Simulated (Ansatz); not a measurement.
bcc Na was calculated with LDA in Ansatz (PAW).

A relaxed, unreconstructed slab of the (111) face has 12 atoms, two equal faces of 28.497 Å² each and an energy of -17598.2514 eV. A bulk cell of 3 atoms with the same orientation and in-plane k mesh has -4399.8232 eV. Energies are extrapolated to zero smearing.

Settings: plane-wave cutoff 500 eV, 12×12×1 k mesh (along the axes of the cell as run), Fermi–Dirac smearing 0.1 eV, scalar-relativistic PAW data made under PBE.

Worked out: γ = (E_slab − N E_bulk per atom)/2A = [-17598.2514 − 12 × (-4399.8232/3)]/(2 × 28.497) = 0.0183 eV/Å². With 16.022 J/m² per eV/Å² this is 0.29 J/m², or 0.52 eV per surface cell and face.

Ansatz is a quantum-chemistry and plane-wave program.
